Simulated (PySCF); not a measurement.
MgC⁻: frontier orbitals

UHF at R = 2.214 Å; PySCF, no relativity, basis sets Mg def2-SVPD, C def2-SVPD. State: ⁴Σ⁻ (quartet), unpaired electrons σ ↑, π ↑↑. Only the outer orbitals are listed, counted within each symmetry.

| spin | orbital | occ. | ε (eV) | on Mg (%) | main shells (%) |
| --- | --- | --- | --- | --- | --- |
| α | 4σ | 1 | -57.45 | 100 | 100 Mg p |
| α | 1π | 1 | -57.41 | 100 | 100 Mg p |
| α | 1π | 1 | -57.41 | 100 | 100 Mg p |
| α | 5σ | 1 | -17.04 | 4 | 96 C s |
| α | 6σ | 1 | -6.01 | 15 | 84 C p, 12 Mg s |
| α | 2π | 1 | -4.93 | 7 | 93 C p |
| α | 2π | 1 | -4.93 | 7 | 93 C p |
| α | 7σ | 1 | -0.92 | 93 | 71 Mg s, 21 Mg p |
| α | 3π | 0 | 4.42 | 98 | 97 Mg p |
| α | 3π | 0 | 4.42 | 98 | 97 Mg p |
| β | 1π | 1 | -57.40 | 100 | 100 Mg p |
| β | 1π | 1 | -57.40 | 100 | 100 Mg p |
| β | 4σ | 1 | -57.34 | 100 | 100 Mg p |
| β | 5σ | 1 | -8.51 | 10 | 88 C s |
| β | 6σ | 1 | -1.13 | 97 | 85 Mg s, 12 Mg p |
| β | 2π | 0 | 4.30 | 98 | 98 Mg p |
| β | 2π | 0 | 4.30 | 98 | 98 Mg p |

Which are the highest filled and the lowest empty level, where do they sit, and how wide is the gap?

Highest filled α 7σ at -0.92 eV (in %: 71 Mg s, 21 Mg p); lowest empty β 2π at 4.30 eV (in %: 98 Mg p); the gap at UHF is 5.22 eV. An empty level above zero is unbound, and its energy depends on the basis.

The bond order (Mayer) is 0.59. The ⟨S²⟩ is 3.767 and the charge on Mg (Mulliken, basis-dependent) is -0.31. The charge on Mg (Löwdin, basis-dependent) is -0.54 and the dipole moment (positive dipole points towards C; it is taken about the centre of mass and depends on that origin) is 2.29 D. The polarisability along the bond is 153.3 bohr³ and the polarisability across the bond is 157.0 bohr³.

The state was picked by a PBE0 search and need not be the measured ground state.
